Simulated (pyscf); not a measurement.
Thermochemistry of product channels of `[SeH2]` + `[Cl][Ge][Cl]` [singlet] on the singlet surface, in eV, from ωB97M-D3(BJ)/def2-TZVP energies (ideal gas, 1 atm, RRHO with modes under 100 cm⁻¹ raised to 100, one conformer, R ln 2 for chiral ones without a mode under 150 cm⁻¹). Optimised with ωB97X-D3(BJ)/def2-SVP in PySCF.

```tsv
products	ΔE	ΔH(298 K)	ΔG(900 K)	ΔG(1200 K)
`[Cl][GeH]([Cl])[SeH]`	-0.92	-0.86	+0.48	+0.89
`[Cl][Ge][SeH]` [singlet] + `[ClH]`	+0.17	+0.19	+0.24	+0.24
`[Cl][Ge]([Cl])=[Se]` + `[H][H]`	+0.26	+0.23	+0.57	+0.65
```

The channel to Cl–GeH(Cl)–SeH turns unfavourable between 298 and 1200 K (ΔG from -0.40 eV to +0.89 eV).

These are energies of the channels, which say nothing of barriers. Elements up to Kr have no core potential and no relativistic terms here.
